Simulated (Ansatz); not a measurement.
Calculation: frozen-core CCSD(T)/cc-pVTZ // PBE-D3(BJ)/def2-TZVP in Ansatz (a program for electronic structure).

Ansatz 0.2 input:
```yaml
crystal:
  periodic: [false, false, false]
  atoms:
    - { symbol: C, position_ang: [-0.000001, 0.000003, -0.0003] }
    - { symbol: H, position_ang: [1.061751, -0.234073, -0.003636] }
    - { symbol: H, position_ang: [-0.733594, -0.802468, -0.000413] }
    - { symbol: H, position_ang: [-0.328155, 1.036539, 0.004349] }
basis:
  gaussian: { orbitals: cc-pVTZ }
correlation:
  method: ccsd_t
magnetization:
  spin_polarized: true
  initial_magnetization: 1
```

Output:

```
Functional definition: HF
394 factors; integrals over basis functions are off by at most 1.1e-3 eV
mean field evaluation 1: about -1076.2568 eV, gradient 1.1e1 eV
mean field evaluation 2: about -1076.2562 eV, gradient 1.1e1 eV
mean field evaluation 4: about -1076.9349 eV, gradient 1.1e0 eV
mean field evaluation 8: about -1076.9468 eV, gradient 3.9e-4 eV
mean field evaluation 16: about -1076.9479 eV, gradient 1.3e-1 eV
mean field -1076.94679186 eV, -39.5770646202 hartree, gradient 7.6e-7 eV, S^2 0.762083; 0 other end points of the search recorded, 0 dependent functions left out
1 core orbitals not correlated
reference -1076.94679186 eV, -39.5770646202 hartree; 4, 3 occupied and 67, 68 virtual orbitals, 394 factors
second order -4.30733236 eV of doubles, -0.00000000 eV of singles
cycle   1  -4.71791553 eV  change   -4.1e-1 eV  update   4.0e-2
cycle   2  -4.85694920 eV  change   -1.4e-1 eV  update   1.4e-2
cycle   3  -4.87026275 eV  change   -1.3e-2 eV  update   4.7e-3
cycle   4  -4.87079590 eV  change   -5.3e-4 eV  update   1.8e-3
cycle   5  -4.87104656 eV  change   -2.5e-4 eV  update   5.7e-4
cycle   6  -4.87112806 eV  change   -8.2e-5 eV  update   1.4e-4
cycle   7  -4.87114637 eV  change   -1.8e-5 eV  update   3.9e-5
cycle   8  -4.87114649 eV  change   -1.2e-7 eV  update   1.1e-5
cycle   9  -4.87114495 eV  change    1.5e-6 eV  update   2.7e-6
perturbative correction -0.12956766 eV, -0.0047615235 hartree
Total energy: -1081.94750447 eV, -39.7608374188 hartree
```

Cost: very roughly 2.5 core-seconds.
